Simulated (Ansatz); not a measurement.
**BCl+ (doublet): from Hartree-Fock to the top rungs, 6-31G**

Aim: climb from Hartree-Fock through coupled cluster and multireference methods for BCl+ (doublet) at one geometry and basis, and see what each rung misses.

The runs use Ansatz 0.2.0, Gaussian basis; 6-31G, core rule «outside noble gas», up to 6 orbitals frozen.

To be run: UHF; CCSD(T) on ROHF; CCSD(T) on UHF; BCCD(T) on ROHF; CISD; CCSDT(Q) on ROHF; CCSDT(Q) on UHF; CISDTQ; CCSDTQ on ROHF; CCSDTQ on UHF; CASSCF and MRCISD+Q, 9 electrons in 8 orbitals; CASSCF and NEVPT2, 9 electrons in 8 orbitals; Full CI.

15 further runs of the same task are left out: 3 that didn't finish, 12 set aside as unsound or not needed.

## 1. The geometry

The geometry is a PBE0/def2-TZVP stationary point (not a proven minimum) of the parent state, kept for this charge and spin.

2 atoms, charge 1, spin multiplicity 2.

Atoms are counted from 1 here; the program's logs count them from 0.

Bond lengths: B1–Cl2 1.697 Å.

## 2. UHF

The input, in.yaml:

```yaml
crystal:
  periodic: [false, false, false]
  atoms:
    - {symbol: B, position_ang: [0.000000, 0.000000, 0.000000]}
    - {symbol: Cl, position_ang: [0.000000, 0.000000, 1.696600]}
basis:
  gaussian: {orbitals: 6-31G}
total_charge: 1
magnetization: {spin_polarized: true, initial_magnetization: 1}
hamiltonian: {xc: hf}
output: {orbitals: {seedname: orbitals}}
```

Launch:

```
> ansatz run in.yaml --threads 1 --pin off --events-out ev --progress --plain --max-ram 2393MiB
```

After this run come: CCSD(T) on ROHF; CCSD(T) on UHF; BCCD(T) on ROHF; CISD; CCSDT(Q) on ROHF; CCSDT(Q) on UHF; CISDTQ; CCSDTQ on ROHF; CCSDTQ on UHF; CASSCF and MRCISD+Q, 9 electrons in 8 orbitals; CASSCF and NEVPT2, 9 electrons in 8 orbitals; Full CI.

Before running them: what should the planned runs give, taken together? Wanted: FCI below the RHF energy; RMP2 from FCI; UMP2 from FCI; RCCSD from FCI; RCCSD(T) from FCI; UCCSD(T) from FCI; RCCSDT(Q) from FCI; UCCSDT(Q) from FCI; NEVPT2 valence from FCI.

**Answer**, as computed:

| quantity | value |
| --- | --- |
| FCI below the RHF energy | -2.6517 eV |
| RMP2 from FCI | +12.28 kcal/mol |
| UMP2 from FCI | +11.48 kcal/mol |
| RCCSD from FCI | +3.82 kcal/mol |
| RCCSD(T) from FCI | +0.49 kcal/mol |
| UCCSD(T) from FCI | +0.53 kcal/mol |
| RCCSDT(Q) from FCI | +0.08 kcal/mol |
| UCCSDT(Q) from FCI | -0.20 kcal/mol |
| NEVPT2 valence from FCI | +4.87 kcal/mol |
| MRCISD+Q valence from FCI | +0.14 kcal/mol |
| levels within 1 kcal/mol (43 meV) | RCCSD(T), UCCSD(T), BCCD(T), RCCSDT, UCCSDT, CISDTQ, RCCSDT(Q), UCCSDT(Q), RCCSDTQ, UCCSDTQ, MRCISD valence, MRCISD+Q valence |
| T1 diagnostic | 0.040 |
| effectively unpaired electrons | 1.05 |

RCCSD(T) lands +0.49 kcal/mol from the yardstick (0.8 % of the correlation energy). RCCSDT, UCCSDT, UCCSDT(Q), RCCSDTQ, UCCSDTQ fall below full CI: unrestricted runs freeze a spin-polarised core, another one than full CI's, and coupled cluster isn't variational. The occupations are near whole numbers, but T1 = 0.040 shows that the orbitals relax strongly. Of the multireference levels listed MRCISD+Q valence comes nearest in total energy (+0.14 kcal/mol), which doesn't show that its space is the better one. These misses are within one basis, not against nature; the frozen cores of restricted and unrestricted runs differ, which can shift their rows.
